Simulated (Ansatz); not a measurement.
# C2H4F2O2: up Jacob's ladder to CCSD(T)

An exercise on one series of results from a longer session: the logs are not shown, and one member is left open.

Computed with Ansatz 0.2.0, Gaussian basis. Level: functionals in def2-TZVPP, the program's frozen cores in correlated methods.

The runs, in order: LDA (SPW92), PBE-D4, revPBE-D4, BLYP-D4, r2SCAN-D4, B97M-V, PBE0-D4, B3LYP-D4, r2SCANh-D4, r2SCAN0-D4, HSE06-D4, BHLYP-D4, CAM-B3LYP-D4, LC-ωPBE, ωB97X-V, ωB97M-V, B2PLYP, PBE-QIDH; CCSD(T)/def2-SVP; CCSD(T)/def2-TZVPP; MP2/def2-QZVPP; extrapolation to the limit; RPA on PBE.

## The geometry

The geometry comes from an earlier relaxation with PBE0-D4 in a triple-zeta def2 set; it is a stationary point, not always the lowest conformer.

SMILES `OC(O)(F)CF`, 10 atoms, charge 0, spin multiplicity 1.

Atoms are counted from 1 here; the program's logs count them from 0.

Bond lengths: O1–C2 1.371 Å, O1–H7 0.964 Å, C2–O3 1.356 Å, C2–F4 1.388 Å, C2–C5 1.518 Å, O3–H8 0.964 Å, C5–F6 1.378 Å, C5–H9 1.091 Å, C5–H10 1.091 Å. Angles: C2–O1–H7 108.1°, O1–C2–O3 109.9°, O1–C2–F4 107.8°, O1–C2–C5 113.2°, O3–C2–F4 110.0°, O3–C2–C5 108.3°, F4–C2–C5 107.6°, C2–O3–H8 108.0°, C2–C5–F6 108.3°, C2–C5–H9 110.2°, C2–C5–H10 109.2°, F6–C5–H9 109.2°, F6–C5–H10 108.9°, H9–C5–H10 110.9°.

Geometry (Å):

```xyz
10
charge 0, multiplicity 1
O     1.0179   -0.2977   -1.0494
C    -0.0337   -0.4172   -0.1772
O     0.1909   -1.4448    0.6779
F    -1.1771   -0.6625   -0.9240
C    -0.2802    0.8383    0.6393
F    -0.3716    1.9070   -0.2259
H     0.8530    0.4652   -1.6157
H     0.5352   -2.1873    0.1677
H    -1.2134    0.7479    1.1969
H     0.5623    0.9997    1.3134
```

The first run:

in.yaml reads:

```yaml
crystal:
  periodic: [false, false, false]
  atoms:
    - {symbol: O, position_ang: [1.017872, -0.297689, -1.049437]}
    - {symbol: C, position_ang: [-0.033730, -0.417164, -0.177194]}
    - {symbol: O, position_ang: [0.190853, -1.444847, 0.677935]}
    - {symbol: F, position_ang: [-1.177147, -0.662460, -0.924010]}
    - {symbol: C, position_ang: [-0.280195, 0.838348, 0.639343]}
    - {symbol: F, position_ang: [-0.371593, 1.906993, -0.225880]}
    - {symbol: H, position_ang: [0.853018, 0.465211, -1.615686]}
    - {symbol: H, position_ang: [0.535156, -2.187282, 0.167655]}
    - {symbol: H, position_ang: [-1.213435, 0.747861, 1.196935]}
    - {symbol: H, position_ang: [0.562300, 0.999729, 1.313440]}
basis:
  gaussian: {orbitals: def2-TZVPP}
hamiltonian: {xc: lda}
output: {orbitals: {seedname: orbitals}}
```

Among the steps run: LDA; PBE-D4 (GGA); revPBE-D4 (GGA); BLYP-D4 (GGA); r2SCAN-D4 (meta-GGA); B97M-V (meta-GGA); PBE0-D4 (hybrid); B3LYP-D4 (hybrid); r2SCANh-D4 (hybrid); r2SCAN0-D4 (hybrid); HSE06-D4 (hybrid); BHLYP-D4 (hybrid); CAM-B3LYP-D4 (range-separated); LC-ωPBE (range-separated); ωB97X-V (range-separated); ωB97M-V (range-separated); B2PLYP (double hybrid); PBE-QIDH (double hybrid).

One table of the session follows, with a row left open; its other results are not shown here.

It belongs to the step «Frontier levels by functional». 

| functional | HOMO (eV) | LUMO (eV) | gap (eV) |
| --- | --- | --- | --- |
| LDA (SPW92) | -7.76 | 0.03 | 7.79 |
| PBE-D4 | -7.54 | 0.22 | 7.76 |
| revPBE-D4 | -7.45 | 0.29 | 7.75 |
| BLYP-D4 | -7.48 | 0.14 | 7.62 |
| r2SCAN-D4 | -7.96 | 0.86 | 8.82 |
| B97M-V | -8.12 | 0.51 | 8.62 |
| PBE0-D4 | -9.35 | 1.13 | 10.49 |
| B3LYP-D4 | -9.11 | 0.71 | 9.82 |
| r2SCANh-D4 | -8.64 | 1.21 | 9.84 |
| r2SCAN0-D4 | ? | ? | ? |
| HSE06-D4 | -8.94 | 0.77 | 9.70 |
| BHLYP-D4 | -11.11 | 1.72 | 12.83 |
| CAM-B3LYP-D4 | -10.92 | 1.85 | 12.77 |
| LC-ωPBE | -12.23 | 3.27 | 15.50 |
| ωB97X-V | -11.89 | 3.05 | 14.94 |
| ωB97M-V | -11.82 | 2.56 | 14.38 |

**Question.** Estimate the row for r2SCAN0-D4.

Worked estimate for «HOMO (eV)». Against the share of exact exchange, r2SCAN-D4 (0, -7.96), r2SCANh-D4 (0.1, -8.64) give a slope of -6.80 per unit share; at 0.25 the line stands at -9.66.

As computed: HOMO (eV): -9.64; LUMO (eV): 1.65; gap (eV): 11.29. In «HOMO (eV)» the line misses by -0.02.
